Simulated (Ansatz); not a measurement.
Reaction (substitution at a C–C bond): `CC(O)CF` + `NC=O` → `CC(O)NC=O` + `CF`

Computed with Ansatz on PBE0-D4/def2-TZVP structures; ΔE is electronic, products minus reactants. CBS: MP2 limit from def2 TZ/QZ plus the TZ coupled-cluster correction, frozen cores. This one scheme is used for every species. DFT in def2-TZVPP. One conformer a species, not always the lowest.

| level | ΔE (eV) |
| --- | --- |
| B2PLYP | 0.27 |
| MP2/def2-QZVPP | 0.27 |
| SCS-MP2/def2-QZVPP | 0.26 |
| MP2/CBS(def2) | 0.28 |

(1) What does CCSD(T)/CBS give? (An estimate is asked.)

Largest T1 diagnostic among the species: 0.016.

## Answers

(1) The calculation gave: +0.27 eV. The listed levels differ from it by 0.00, 0.00, -0.01, 0.01 eV.
